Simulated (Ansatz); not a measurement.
Input for Ansatz (development build ahead of 0.2.0):

```yaml
crystal:
  periodic: [false, false, false]
  atoms:
    - { symbol: C, position_ang: [-0.00792, -0.01859, -0.67991] }
    - { symbol: O, position_ang: [0.00573, -0.0245, 0.51884] }
basis:
  gaussian: { orbitals: def2-TZVP }
total_charge: 1
magnetization:
  spin_polarized: true
  initial_magnetization: 1
hamiltonian:
  xc: hf
correlation:
  method: mp2
  frozen_orbitals: { C: 1, O: 1 }
```

The input is written out in the form of the current development build from the run's settings.

The run gave:

```yaml
Converged: yes
Reference_energy: -112.28523 hartree
Correlation_energy: -0.29726 hartree
Total_energy: -112.58249 hartree
Spin_squared_of_the_determinant: 1.263
```

Caution: the unrestricted determinant is spin contaminated.
